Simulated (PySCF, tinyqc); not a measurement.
Inside a calculation. Method: CIS on RHF in the sto-3g basis, for CH+, spin multiplicity 1. The lowest restricted solution is unstable here: a spin-polarised one lies 0.0142 hartree lower (PySCF). Computed by tinyqc, a small Python program that keeps every step (integrals from PySCF). Settings: charge = 1, multiplicity = 1, basis = sto-3g, method = RHF, energy threshold = 1e-10, iteration cap = 77, orthogonalisation = canonical, start = core, DIIS depth = 6. Command: `OMP_NUM_THREADS=1 python tinyqc.py 23793 23794 out.jsonl` (the two numbers bound the seeds that draw the settings). One thread of a shared host (Intel(R) Xeon(R) Processor @ 2.60GHz), about 0.05 s of CPU time with the checks. The early iterations of the SCF are left out here.

## One-electron integrals

Geometry (angstrom):
```
atom         x         y         z
C     0.000000  0.000000  0.000000
H     0.000000  0.000000  1.004000
```

Basis sto-3g: exponents (1/bohr^2) and contraction coefficients of normalised primitives:
```
element  l (shell)   exponent  coefficient
C            s (1)  71.616837     0.154329
C            s (1)  13.045096     0.535328
C            s (1)   3.530512     0.444635
C            s (2)   2.941249    -0.099967
C            s (2)   0.683483     0.399513
C            s (2)   0.222290     0.700115
C            p (3)   2.941249     0.155916
C            p (3)   0.683483     0.607684
C            p (3)   0.222290     0.391957
H            s (1)   3.425251     0.154329
H            s (1)   0.623914     0.535328
H            s (1)   0.168855     0.444635
```

Overlap, kinetic and nuclear-attraction integrals over the contracted functions; the nuclear repulsion is the sum of Za Zb / Rab.

nuclear repulsion = 3.16241361 hartree

overlap S, order 1C 1s, 1C 2s, 1C 2px, 1C 2py, 1C 2pz, 2H 1s:
```
[[1.000000, 0.248362, 0.000000, 0.000000, 0.000000, 0.076110],
 [0.248362, 1.000000, 0.000000, 0.000000, 0.000000, 0.541223],
 [0.000000, 0.000000, 1.000000, 0.000000, 0.000000, 0.000000],
 [0.000000, 0.000000, 0.000000, 1.000000, 0.000000, 0.000000],
 [0.000000, 0.000000, 0.000000, 0.000000, 1.000000, 0.494850],
 [0.076110, 0.541223, 0.000000, 0.000000, 0.494850, 1.000000]]
```

kinetic energy T (hartree), order 1C 1s, 1C 2s, 1C 2px, 1C 2py, 1C 2pz, 2H 1s:
```
[[15.891122, -0.085890, 0.000000, 0.000000, 0.000000, -0.005788],
 [-0.085890, 0.472250, 0.000000, 0.000000, 0.000000, 0.137170],
 [0.000000, 0.000000, 1.477728, 0.000000, 0.000000, 0.000000],
 [0.000000, 0.000000, 0.000000, 1.477728, 0.000000, 0.000000],
 [0.000000, 0.000000, 0.000000, 0.000000, 1.477728, 0.316447],
 [-0.005788, 0.137170, 0.000000, 0.000000, 0.316447, 0.760032]]
```

nuclear attraction V (hartree), order 1C 1s, 1C 2s, 1C 2px, 1C 2py, 1C 2pz, 2H 1s:
```
[[-34.179810, -4.323133, 0.000000, 0.000000, -0.019962, -1.359448],
 [-4.323133, -5.695166, 0.000000, 0.000000, -0.193690, -2.740448],
 [0.000000, 0.000000, -5.604615, 0.000000, 0.000000, 0.000000],
 [0.000000, 0.000000, 0.000000, -5.604615, 0.000000, 0.000000],
 [-0.019962, -0.193690, 0.000000, 0.000000, -5.751871, -2.386409],
 [-1.359448, -2.740448, 0.000000, 0.000000, -2.386409, -4.293356]]
```

core Hamiltonian H = T + V (hartree), order 1C 1s, 1C 2s, 1C 2px, 1C 2py, 1C 2pz, 2H 1s:
```
[[-18.288688, -4.409023, 0.000000, 0.000000, -0.019962, -1.365236],
 [-4.409023, -5.222916, 0.000000, 0.000000, -0.193690, -2.603278],
 [0.000000, 0.000000, -4.126887, 0.000000, 0.000000, 0.000000],
 [0.000000, 0.000000, 0.000000, -4.126887, 0.000000, 0.000000],
 [-0.019962, -0.193690, 0.000000, 0.000000, -4.274143, -2.069963],
 [-1.365236, -2.603278, 0.000000, 0.000000, -2.069963, -3.533324]]
```

## Two-electron integrals

Functions are numbered as in S; the eight-fold symmetry (ij|kl) = (ji|kl) = (kl|ij) leaves the list below.

Two-electron integrals (ij|kl) in chemists' order, unique and non-zero (hartree):
```
(11|11) 3.541948   (21|11) 0.576921   (21|21) 0.111888   (22|11) 0.854682
(22|21) 0.205284   (22|22) 0.624709   (31|31) 0.020296   (32|31) 0.030858
(32|32) 0.137996   (33|11) 0.852436   (33|21) 0.205335   (33|22) 0.624568
(33|33) 0.672833   (41|41) 0.020296   (42|41) 0.030858   (42|42) 0.137996
(43|43) 0.036269   (44|11) 0.852436   (44|21) 0.205335   (44|22) 0.624568
(44|33) 0.600295   (44|44) 0.672833   (51|51) 0.020296   (52|51) 0.030858
(52|52) 0.137996   (53|53) 0.036269   (54|54) 0.036269   (55|11) 0.852436
(55|21) 0.205335   (55|22) 0.624568   (55|33) 0.600295   (55|44) 0.600295
(55|55) 0.672833   (61|11) 0.178925   (61|21) 0.034432   (61|22) 0.062861
(61|33) 0.062649   (61|44) 0.062649   (61|51) 0.002121   (61|52) 0.003898
(61|55) 0.063304   (61|61) 0.010838   (62|11) 0.379195   (62|21) 0.092049
(62|22) 0.302520   (62|33) 0.295782   (62|44) 0.295782   (62|51) 0.008720
(62|52) 0.056851   (62|55) 0.315732   (62|61) 0.029426   (62|62) 0.183272
(63|31) 0.009960   (63|32) 0.050567   (63|53) 0.011518   (63|63) 0.024260
(64|41) 0.009960   (64|42) 0.050567   (64|54) 0.011518   (64|64) 0.024260
(65|11) 0.304155   (65|21) 0.074872   (65|22) 0.260968   (65|33) 0.247708
(65|44) 0.247708   (65|51) 0.016218   (65|52) 0.096655   (65|55) 0.287218
(65|61) 0.025213   (65|62) 0.188240   (65|65) 0.214163   (66|11) 0.510011
(66|21) 0.125933   (66|22) 0.465335   (66|33) 0.440628   (66|44) 0.440628
(66|51) 0.016329   (66|52) 0.137359   (66|55) 0.514270   (66|61) 0.041023
(66|62) 0.341684   (66|65) 0.389780   (66|66) 0.774606
```

## Orthogonalisation

S = U s U^T; canonical form X = U s^(-1/2), so that X^T S X = 1. Each column of U has its largest component positive (the first on a tie).

eigenvalues of S: [0.258218, 0.818701, 1.000000, 1.000000, 1.144205, 1.778876]

X, order 1C 1s, 1C 2s, 1C 2px, 1C 2py, 1C 2pz, 2H 1s:
```
[[0.217552, 0.798943, 0.000000, 0.000000, 0.596650, 0.180360],
 [-1.067540, -0.524722, 0.000000, 0.000000, 0.397849, 0.410117],
 [0.000000, 0.000000, -0.640779, 0.767725, 0.000000, 0.000000],
 [0.000000, 0.000000, 0.767725, 0.640779, 0.000000, 0.000000],
 [-0.909472, 0.520938, 0.000000, 0.000000, -0.575795, 0.322393],
 [1.363301, -0.190856, 0.000000, 0.000000, -0.167793, 0.507434]]
```

Within a degenerate level the vectors are fixed only up to a rotation; this is one choice.

## Starting guess

The start is the orbitals of the core Hamiltonian; D = 2 C_occ C_occ^T.

D at the start, order 1C 1s, 1C 2s, 1C 2px, 1C 2py, 1C 2pz, 2H 1s:
```
[[2.141002, -0.595489, 0.000000, 0.000000, -0.063042, 0.094968],
 [-0.595489, 2.501251, 0.000000, 0.000000, 0.378193, -0.388689],
 [0.000000, 0.000000, 0.000000, 0.000000, 0.000000, 0.000000],
 [0.000000, 0.000000, 0.000000, 0.000000, 0.000000, 0.000000],
 [-0.063042, 0.378193, 0.000000, 0.000000, 2.377691, -0.448303],
 [0.094968, -0.388689, 0.000000, 0.000000, -0.448303, 0.125814]]
```

## Iteration 7 (converged): orbitals

converged F (hartree), order 1C 1s, 1C 2s, 1C 2px, 1C 2py, 1C 2pz, 2H 1s:
```
[[-11.723956, -3.118118, 0.000000, 0.000000, -0.024146, -0.972533],
 [-3.118118, -1.951949, 0.000000, 0.000000, -0.130834, -1.066901],
 [0.000000, 0.000000, -0.306035, 0.000000, 0.000000, 0.000000],
 [0.000000, 0.000000, 0.000000, -0.306035, 0.000000, 0.000000],
 [-0.024146, -0.130834, 0.000000, 0.000000, -0.853427, -0.750449],
 [-0.972533, -1.066901, 0.000000, 0.000000, -0.750449, -1.022607]]
```

Diagonalise F' = X^T F X, C = X C', fill 3 alpha and 3 beta electrons from the bottom; D = 2 C_occ C_occ^T. Each column has its largest component positive (the first on a tie).

F' = X^T F X (hartree):
```
[[0.207468, -0.556516, 0.000000, 0.000000, -0.257299, 0.007071],
 [-0.556516, -5.391882, 0.000000, 0.000000, -4.824587, -2.199942],
 [0.000000, 0.000000, -0.306035, 0.000000, 0.000000, 0.000000],
 [0.000000, 0.000000, 0.000000, -0.306035, 0.000000, 0.000000],
 [-0.257299, -4.824587, 0.000000, 0.000000, -6.005958, -2.456515],
 [0.007071, -2.199942, 0.000000, 0.000000, -2.456515, -2.428007]]
```

orbital energies (hartree): [-11.728677, -1.307037, -0.881181, -0.306035, -0.306035, 0.298516]

coefficients C, order 1C 1s, 1C 2s, 1C 2px, 1C 2py, 1C 2pz, 2H 1s:
```
[[0.994115, -0.220831, 0.152126, 0.000000, 0.000000, 0.118264],
 [0.025251, 0.718387, -0.677993, 0.000000, 0.000000, -0.874678],
 [0.000000, 0.000000, 0.000000, 0.838199, -0.545365, 0.000000],
 [0.000000, 0.000000, 0.000000, 0.545365, 0.838199, 0.000000],
 [0.006216, 0.270582, 0.685300, 0.000000, 0.000000, -0.995542],
 [-0.007974, 0.328772, 0.330957, 0.000000, 0.000000, 1.401061]]
```

D after iteration 7, order 1C 1s, 1C 2s, 1C 2px, 1C 2py, 1C 2pz, 2H 1s:
```
[[2.120347, -0.473361, 0.000000, 0.000000, 0.101357, -0.060366],
 [-0.473361, 1.952785, 0.000000, 0.000000, -0.540179, 0.023195],
 [0.000000, 0.000000, 0.000000, 0.000000, 0.000000, 0.000000],
 [0.000000, 0.000000, 0.000000, 0.000000, 0.000000, 0.000000],
 [0.101357, -0.540179, 0.000000, 0.000000, 1.085779, 0.631430],
 [-0.060366, 0.023195, 0.000000, 0.000000, 0.631430, 0.435374]]
```

Within a degenerate level the vectors are fixed only up to a rotation; this is one choice.

## Convergence

Stop when the energy changes by less than 1e-10 hartree and every element of the error matrix X^T (F D S - S D F) X is below 3e-06.

Course of the cycle:
```
iteration   E (hartree)     change  largest element of the error matrix
1          -36.92194538          -                             7.97e-01
2          -37.41586177  -4.94e-01                             1.67e-01
3          -37.42814957  -1.23e-02                             3.93e-03
4          -37.42817021  -2.06e-05                             1.00e-03
5          -37.42817091  -7.05e-07                             1.71e-05
6          -37.42817091  -1.06e-10                             3.16e-07
7          -37.42817091  -6.39e-14                             4.92e-11
```

PySCF RHF in the same basis = -37.42817091 hartree

Converged in 7 iterations.

## Populations, bond orders and dipole

Mulliken: Z minus the diagonal of D S on the atom; Loewdin: the same with S^(1/2) D S^(1/2); Mayer order: 2 sum_s sum (D(s) S)_ij (D(s) S)_ji over the two atoms.

Charges (e):
```
atom  Mulliken   Loewdin
1C    0.755796  0.847775
2H    0.244204  0.152225
```

Mayer bond orders:
```
pair     order
2-1   0.940365
```

dipole moment about the origin, x y z (debye): [0.000000, 0.000000, 2.122960]

## Integrals over molecular orbitals

(pq|rs) = sum C_ip C_jq C_kr C_ls (ij|kl), one index at a time.

one-electron integrals over orbitals h = C^T H C (hartree):
```
[[-18.276551, 0.335513, -0.222965, 0.000000, 0.000000, -0.167559],
 [0.335513, -4.355922, 0.122764, 0.000000, 0.000000, 0.626925],
 [-0.222965, 0.122764, -4.041216, 0.000000, 0.000000, 0.354857],
 [0.000000, 0.000000, 0.000000, -4.126887, 0.000000, 0.000000],
 [0.000000, 0.000000, 0.000000, 0.000000, -4.126887, 0.000000],
 [-0.167559, 0.626925, 0.354857, 0.000000, 0.000000, -3.141517]]
```

Two-electron integrals over orbitals (pq|rs), unique and non-zero (hartree):
```
(11|11) 3.512034    (21|11) -0.291378   (21|21) 0.040209    (22|11) 0.755282
(22|21) -0.003466   (22|22) 0.642937    (31|11) 0.198308    (31|21) -0.021338
(31|22) 0.021386    (31|31) 0.028954    (32|11) -0.074651   (32|21) 0.009419
(32|22) 0.063624    (32|31) 0.008760    (32|32) 0.075462    (33|11) 0.797220
(33|21) -0.015955   (33|22) 0.505528    (33|31) -0.008696   (33|32) -0.058424
(33|33) 0.658957    (41|41) 0.021519    (42|41) 0.023312    (42|42) 0.092184
(43|41) -0.015961   (43|42) -0.046389   (43|43) 0.060763    (44|11) 0.852054
(44|21) -0.009136   (44|22) 0.565020    (44|31) 0.005771    (44|32) -0.039460
(44|33) 0.580585    (44|44) 0.672833    (51|51) 0.021519    (52|51) 0.023312
(52|52) 0.092184    (53|51) -0.015961   (53|52) -0.046389   (53|53) 0.060763
(54|54) 0.036269    (55|11) 0.852054    (55|21) -0.009136   (55|22) 0.565020
(55|31) 0.005771    (55|32) -0.039460   (55|33) 0.580585    (55|44) 0.600295
(55|55) 0.672833    (61|11) 0.155530    (61|21) -0.026327   (61|22) -0.010626
(61|31) 0.001228    (61|32) -0.014379   (61|33) 0.021284    (61|44) 0.003705
(61|55) 0.003705    (61|61) 0.026577    (62|11) -0.223611   (62|21) 0.003613
(62|22) -0.054657   (62|31) -0.012360   (62|32) 0.033466    (62|33) -0.046808
(62|44) -0.107816   (62|55) -0.107816   (62|61) 0.005292    (62|62) 0.111176
(63|11) -0.130386   (63|21) 0.004851    (63|22) 0.016103    (63|31) 0.005673
(63|32) 0.057756    (63|33) -0.091598   (63|44) -0.057861   (63|55) -0.057861
(63|61) -0.008474   (63|62) 0.058858    (63|63) 0.081274    (64|41) -0.011700
(64|42) -0.042997   (64|43) 0.009230    (64|64) 0.030274    (65|51) -0.011700
(65|52) -0.042997   (65|53) 0.009230    (65|65) 0.030274    (66|11) 0.711242
(66|21) -0.003489   (66|22) 0.619076    (66|31) 0.018125    (66|32) 0.084437
(66|33) 0.499212    (66|44) 0.511970    (66|55) 0.511970    (66|61) -0.008777
(66|62) 0.016788    (66|63) 0.052061    (66|66) 0.682281
```

## CIS matrix, singlets

A(ia,jb) = (e_a - e_i) d_ij d_ab + 2 (ia|jb) - (ij|ab).

CIS matrix A, singlet (hartree), order 1>4, 1>5, 1>6, 2>4, 2>5, 2>6, 3>4, 3>5, 3>6:
```
[[10.613626, 0.000000, 0.000000, 0.055760, 0.000000, 0.000000, -0.037693, 0.000000, 0.000000],
 [0.000000, 10.613626, 0.000000, 0.000000, 0.055760, 0.000000, 0.000000, -0.037693, 0.000000],
 [0.000000, 0.000000, 11.369105, 0.000000, 0.000000, 0.014073, 0.000000, 0.000000, -0.035073],
 [0.055760, 0.000000, 0.000000, 0.620349, 0.000000, 0.000000, -0.053319, 0.000000, 0.000000],
 [0.000000, 0.055760, 0.000000, 0.000000, 0.620349, 0.000000, 0.000000, -0.053319, 0.000000],
 [0.000000, 0.000000, 0.014073, 0.000000, 0.000000, 1.208828, 0.000000, 0.000000, 0.033279],
 [-0.037693, 0.000000, 0.000000, -0.053319, 0.000000, 0.000000, 0.116086, 0.000000, 0.000000],
 [0.000000, -0.037693, 0.000000, 0.000000, -0.053319, 0.000000, 0.000000, 0.116086, 0.000000],
 [0.000000, 0.000000, -0.035073, 0.000000, 0.000000, 0.033279, 0.000000, 0.000000, 0.843034]]
```

## CIS singlet states

dipole integrals <i|r|a> (bohr), order 1>4, 1>5, 1>6, 2>4, 2>5, 2>6, 3>4, 3>5, 3>6:
```
[[0.075009, 0.048804, 0.000000],
 [-0.048804, 0.075009, 0.000000],
 [0.000000, 0.000000, -0.066574],
 [0.599701, 0.390189, 0.000000],
 [-0.390189, 0.599701, 0.000000],
 [0.000000, 0.000000, 0.526166],
 [-0.358821, -0.233463, 0.000000],
 [0.233463, -0.358821, 0.000000],
 [0.000000, 0.000000, 0.819549]]
```

Diagonalise A (1 hartree = 27.211386 eV); each vector has its largest component positive (the first on a tie). The transition dipole is mu = sqrt2 sum c_ia <i|r|a>.

singlet excitation energies (eV): [3.004538, 3.004538, 17.022693, 17.022693, 22.855023, 32.975289, 288.823693, 288.823693, 309.372806]

lowest vectors, order 1>4, 1>5, 1>6, 2>4, 2>5, 2>6, 3>4, 3>5, 3>6:
```
[[0.003019, 0.000037, -0.000008, -0.005944, 0.000000, 0.000000],
 [-0.000037, 0.003019, -0.005944, 0.000008, 0.000000, 0.000000],
 [0.000000, 0.000000, 0.000000, 0.000000, 0.003438, -0.001069],
 [0.103658, 0.001265, 0.001418, 0.994595, 0.000000, 0.000000],
 [-0.001265, 0.103658, 0.994595, -0.001418, 0.000000, 0.000000],
 [0.000000, 0.000000, 0.000000, 0.000000, -0.089970, 0.995943],
 [0.994534, 0.012137, -0.000148, -0.103647, 0.000000, 0.000000],
 [-0.012137, 0.994534, -0.103647, 0.000148, 0.000000, 0.000000],
 [0.000000, 0.000000, 0.000000, 0.000000, 0.995939, 0.089975]]
```

oscillator strengths 2/3 w |mu|^2: [0.018173, 0.018173, 0.476005, 0.476005, 0.661652, 0.577496]

Within a degenerate level the vectors are fixed only up to a rotation; this is one choice.

## CIS matrix, triplets

A(ia,jb) = (e_a - e_i) d_ij d_ab - (ij|ab).

CIS matrix A, triplet (hartree), order 1>4, 1>5, 1>6, 2>4, 2>5, 2>6, 3>4, 3>5, 3>6:
```
[[10.570588, 0.000000, 0.000000, 0.009136, 0.000000, 0.000000, -0.005771, 0.000000, 0.000000],
 [0.000000, 10.570588, 0.000000, 0.000000, 0.009136, 0.000000, 0.000000, -0.005771, 0.000000],
 [0.000000, 0.000000, 11.315951, 0.000000, 0.000000, 0.003489, 0.000000, 0.000000, -0.018125],
 [0.009136, 0.000000, 0.000000, 0.435982, 0.000000, 0.000000, 0.039460, 0.000000, 0.000000],
 [0.000000, 0.009136, 0.000000, 0.000000, 0.435982, 0.000000, 0.000000, 0.039460, 0.000000],
 [0.000000, 0.000000, 0.003489, 0.000000, 0.000000, 0.986476, 0.000000, 0.000000, -0.084437],
 [-0.005771, 0.000000, 0.000000, 0.039460, 0.000000, 0.000000, -0.005439, 0.000000, 0.000000],
 [0.000000, -0.005771, 0.000000, 0.000000, 0.039460, 0.000000, 0.000000, -0.005439, 0.000000],
 [0.000000, 0.000000, -0.018125, 0.000000, 0.000000, -0.084437, 0.000000, 0.000000, 0.680485]]
```

## CIS triplet states

Diagonalise A (1 hartree = 27.211386 eV); each vector has its largest component positive (the first on a tie).

triplet excitation energies (eV): [-0.243341, -0.243341, 11.958713, 11.958713, 17.924281, 27.435168, 287.640672, 287.640672, 307.923587]

lowest vectors, order 1>4, 1>5, 1>6, 2>4, 2>5, 2>6, 3>4, 3>5, 3>6:
```
[[-0.000001, 0.000620, -0.000847, -0.000034, 0.000000, 0.000000],
 [0.000620, 0.000001, 0.000034, -0.000847, 0.000000, 0.000000],
 [0.000000, 0.000000, 0.000000, 0.000000, 0.001565, -0.000766],
 [0.000092, -0.088354, 0.995276, 0.040231, 0.000000, 0.000000],
 [-0.088354, -0.000092, -0.040231, 0.995276, 0.000000, 0.000000],
 [0.000000, 0.000000, 0.000000, 0.000000, 0.249450, 0.968388],
 [-0.001040, 0.996088, 0.088283, 0.003569, 0.000000, 0.000000],
 [0.996088, 0.001040, -0.003569, 0.088283, 0.000000, 0.000000],
 [0.000000, 0.000000, 0.000000, 0.000000, 0.968386, -0.249449]]
```

Within a degenerate level the vectors are fixed only up to a rotation; this is one choice.

A negative triplet energy shows that the restricted solution is unstable towards a spin-polarised one.
